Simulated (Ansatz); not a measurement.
# CH3F: the cost of one run

Program: Ansatz 0.2.0, Gaussian basis. Level of theory: PBE0-D4/def2-TZVP structures, single points in def2-TZVPP, no counterpoise correction. These are calculated values, not measurements.

Levels: SPW92, PBE-D4, BLYP-D4, r2SCAN-D4, B97M-V, PBE0-D4, B3LYP-D4, r2SCAN0-D4, BHLYP-D4, CAM-B3LYP-D4, wB97X-V, wB97M-V, B2PLYP, PBE-QIDH, RPA on PBE, Hartree-Fock, MP2, CCSD, CCSD(T).

Cores are frozen in the correlated methods. Orbitals are unrestricted. B3LYP uses VWN-RPA correlation. B2PLYP carries no dispersion term here.

94 further runs of the same task are left out: 94 set aside as unsound or not needed.

### Step 1. Where the work starts

The complex: 9 atoms, charge 0, spin multiplicity 2.

Atoms are counted from 1 here; the program's logs count them from 0.

Bond lengths: F1–C3 1.379 Å, Si2–H4 1.489 Å, Si2–H5 1.486 Å, Si2–H6 1.486 Å, C3–H7 1.092 Å, C3–H8 1.092 Å, C3–H9 1.092 Å. Angles: H4–Si2–H5 110.5°, H4–Si2–H6 110.4°, H5–Si2–H6 111.1°, F1–C3–H7 109.0°, F1–C3–H8 109.0°, F1–C3–H9 108.8°, H7–C3–H8 109.9°, H7–C3–H9 110.0°, H8–C3–H9 110.0°.

Geometry (Å):

```xyz
9
CH6FSi
F    -1.48080    0.21274   -0.29443
Si    0.71478   -0.64184    1.89227
C    -0.79497    0.49573   -1.45669
H     1.72859   -1.03362    2.90942
H     0.88155    0.78577    1.51512
H     0.80755   -1.52455    0.70038
H     0.04318    1.15555   -1.22270
H    -0.42562   -0.43733   -1.88721
H    -1.47406    0.98766   -2.15607
```

Its parts: CH3F holds atoms 1, 3, 7, 8, 9; SiH3 radical holds atoms 2, 4, 5, 6. Each part counts its atoms afresh in its own runs.

### Step 2. Relaxing CH3F alone

Contents of relax-a/in.yaml:

```yaml
crystal:
  periodic: [false, false, false]
  atoms:
    - {symbol: F, position_ang: [-1.480799, 0.212739, -0.294434]}
    - {symbol: C, position_ang: [-0.794973, 0.495731, -1.456687]}
    - {symbol: H, position_ang: [0.043181, 1.155551, -1.222695]}
    - {symbol: H, position_ang: [-0.425617, -0.437326, -1.887207]}
    - {symbol: H, position_ang: [-1.474062, 0.987656, -2.156067]}
basis:
  gaussian: {orbitals: def2-TZVP}
hamiltonian: {xc: pbe0, dispersion: d4}
relax: {f_tol: 0.005, max_steps: 200}
```

Command:

```sh
ansatz run in.yaml --threads 4 --pin off --events-out ev --progress --plain --max-ram 9574MiB
```

**Question.** How long does this run take on 4 threads of Intel Xeon at 2.50GHz, shared host?

About 3.5 s.
